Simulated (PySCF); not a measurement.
C3H8O.
SMILES: `C(CO)C`

A linear-response calculation (PySCF, def2-SVPD basis, gas phase, vertical, core orbitals frozen in the response) gave these numbers; the functional is withheld.

Orbital energies (eV): HOMO-3 -9.87, HOMO-2 -9.53, HOMO-1 -8.89, HOMO -7.65, LUMO 0.31, LUMO+1 0.63, LUMO+2 1.31.

```csv
state,E (eV),f,"main configurations (H = HOMO, L = LUMO)"
S1,6.75,0.0065,H→L (93%)
S2,7.43,0.0069,H→L+1 (91%)
S3,8.00,0.024,H→L+2 (97%)
S4,8.14,0.011,H-1→L (96%)
S5,8.33,0.041,H→L+3 (96%)
S6,8.61,0.019,H-1→L+1 (89%)
```

Triplets (Tamm–Dancoff): T1 6.48 eV, H→L (87%), H→L+1 (10%); T2 7.31 eV, H→L+1 (84%), H→L (11%); T3 7.85 eV, H-1→L (49%), H→L+2 (45%); T4 7.92 eV, H→L+2 (52%), H-1→L (42%).

Vertical ionisation energy by ΔSCF with the same functional: 10.33 eV. Mean static polarisability: 45.3 au.

Problem. Which of these was used?
A. B3LYP
B. HF
C. wB97X-D
D. PBE

Solution. A. B3LYP is a global hybrid with 20% exact exchange. In this run −ε(HOMO) = 7.65 eV differs from the ΔSCF value by -2.68 eV, and S1 differs from the orbital gap of 7.96 eV by -1.21 eV. The ratio −ε(HOMO)/IP is 0.74. Usual ranges for neutral molecules in this basis: 0.67 to 0.83 with B3LYP, 0.5 to 0.7 with PBE, 0.89 to 0.99 with wB97X-D; with Hartree–Fock the ratio is 1 or more (Koopmans' value less the relaxation energy is the ΔSCF value).

Computed with PySCF, TDDFT B3LYP/def2-SVPD, vertical, gas phase, core orbitals frozen in the response. Isolated species at its PBE0-D3(BJ)/def2-SVP geometry (one conformer only).

The run took 24 s of wall time on one thread, Arm Neoverse V1 (aarch64), shared host, and the process peaked at 0.58 GiB of memory.

Shape of the structure used: `[CH3:1][CH2:2][CH2:3][OH:4]`: C1–C2–C3–O4 177°, H–O4–C3–C2 61°.
